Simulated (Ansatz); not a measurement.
# C3H5FS: up Jacob's ladder to CCSD(T)

An exercise on one series of results from a longer session: the logs are not shown, and one member is left open.

The runs use Ansatz 0.2.0, Gaussian basis; functionals in def2-TZVPP, the program's frozen cores in correlated methods.

Plan: PBE-D4, r2SCAN-D4, PBE0-D4, B3LYP-D4, ωB97X-V, ωB97M-V, B2PLYP; CCSD(T)/def2-TZVPP; MP2/def2-QZVPP; extrapolation to the limit.

**The geometry**

The geometry comes from an earlier relaxation with PBE0-D4 in a triple-zeta def2 set; it is a stationary point, not always the lowest conformer.

10 atoms, charge 0, spin multiplicity 1.

Atoms are counted from 1 here; the program's logs count them from 0.

Bond lengths: C1–C2 1.324 Å, C1–H6 1.080 Å, C1–H7 1.082 Å, C2–F3 1.343 Å, C2–S4 1.742 Å, S4–C5 1.803 Å, C5–H8 1.088 Å, C5–H9 1.090 Å, C5–H10 1.090 Å. Angles: C2–C1–H6 119.9°, C2–C1–H7 120.4°, H6–C1–H7 119.6°, C1–C2–F3 120.2°, C1–C2–S4 125.2°, F3–C2–S4 114.5°, C2–S4–C5 100.6°, S4–C5–H8 110.8°, S4–C5–H9 106.0°, S4–C5–H10 111.0°, H8–C5–H9 109.1°, H8–C5–H10 110.5°, H9–C5–H10 109.3°.

As a file:

```mol
C3H5FS
  3D, bonds by distance, orders not assigned

 10  9  0  0  0  0  0  0  0  0999 V2000
    1.6718   -0.4243    1.1616 C   0  0
    0.8486    0.2026    0.3362 C   0  0
    1.2971    0.6655   -0.8424 F   0  0
   -0.8101    0.6038    0.6863 S   0  0
   -1.6009    0.1265   -0.8625 C   0  0
    1.2955   -0.8420    2.0833 H   0  0
    2.7251   -0.5080    0.9267 H   0  0
   -1.1700    0.6721   -1.7000 H   0  0
   -2.6510    0.4008   -0.7603 H   0  0
   -1.5230   -0.9482   -1.0259 H   0  0
  1  2  8  0
  2  3  8  0
  2  4  8  0
  4  5  8  0
  1  6  8  0
  1  7  8  0
  5  8  8  0
  5  9  8  0
  5 10  8  0
M  END
```

The first run:

in.yaml reads:

```yaml
crystal:
  periodic: [false, false, false]
  atoms:
    - {symbol: C, position_ang: [1.671830, -0.424316, 1.161613]}
    - {symbol: C, position_ang: [0.848562, 0.202566, 0.336225]}
    - {symbol: F, position_ang: [1.297143, 0.665528, -0.842431]}
    - {symbol: S, position_ang: [-0.810087, 0.603796, 0.686292]}
    - {symbol: C, position_ang: [-1.600917, 0.126470, -0.862545]}
    - {symbol: H, position_ang: [1.295497, -0.841982, 2.083267]}
    - {symbol: H, position_ang: [2.725103, -0.507957, 0.926655]}
    - {symbol: H, position_ang: [-1.170005, 0.672128, -1.700024]}
    - {symbol: H, position_ang: [-2.651005, 0.400836, -0.760289]}
    - {symbol: H, position_ang: [-1.523022, -0.948167, -1.025861]}
basis:
  gaussian: {orbitals: def2-TZVPP}
hamiltonian: {xc: pbe, dispersion: d4}
output: {forces: true, orbitals: {seedname: orbitals}}
```

On the command line:

```
ansatz run in.yaml --threads 4 --pin off --events-out ev --progress --plain --max-ram 10444MiB
```

Among the steps run: PBE-D4 (GGA); r2SCAN-D4 (meta-GGA); PBE0-D4 (hybrid); B3LYP-D4 (hybrid); ωB97X-V (range-separated); ωB97M-V (range-separated); B2PLYP (double hybrid); CCSD(T) in def2-TZVPP; MP2 in def2-QZVPP.

One table of the session follows, with a row left open; its other results are not shown here.

```
            method  atomisation energy (kJ/mol)
            PBE-D4                       4008.0
         r2SCAN-D4                       3903.8
           PBE0-D4                       3915.2
          B3LYP-D4                       3878.7
           ωB97X-V                            ?
           ωB97M-V                       3896.9
            B2PLYP                       3837.1
     HF/def2-TZVPP                       2784.2
    MP2/def2-TZVPP                       3850.8
   CCSD/def2-TZVPP                       3700.3
CCSD(T)/def2-TZVPP                       3770.1
           MP2/CBS                       3953.0
       CCSD(T)/CBS                       3872.2
```

**Question.** Estimate the row for ωB97X-V.

The run gave: atomisation energy (kJ/mol): 3886.9. In the column «atomisation energy (kJ/mol)» it lies between B3LYP-D4 (3878.7) and ωB97M-V (3896.9).
